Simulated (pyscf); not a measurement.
PySCF, gas phase, ωB97X-D3(BJ)/def2-SVP geometries.

Problem. Estimate the classical barrier height and the reaction energy of H₂Se (SMILES [SeH2]) + H₃C–Ga(CH₃)–CH₃ (SMILES [CH3][Ga]([CH3])[CH3]) -> H₃C–Ga(CH₃)–SeH (SMILES [CH3][Ga]([CH3])[SeH]) + CH₄ (SMILES C) at ωB97M-D3(BJ)/def2-TZVP. The step runs on the singlet surface, breaks H–Se, C–Ga and forms Ga–Se, C–H; take the separated reactants as zero.

Solution. ΔE‡ = 11.0 kcal/mol, ΔE = -32.5 kcal/mol. Zero-point energy shifts the barrier by +0.9 kcal/mol. It is a four-centre exchange, with an imaginary mode of 1148i cm⁻¹. On the reactant side the descent ends in an adduct with a Ga–Se contact, 11.7 kcal/mol under the separated species and 18.0 kcal/mol under the saddle at ωB97X-D3(BJ)/def2-TZVP. What is counted as formed (Ga–Se) is already present as a longer contact in the reactant adduct; forming that adduct is a step of its own. At ωB97X-D3(BJ)/def2-TZVP the barrier from the zero used here is 6.3 kcal/mol. This is the saddle that the search found; another between the same sides may lie lower. Elements up to Kr have no core potential and no relativistic terms here.
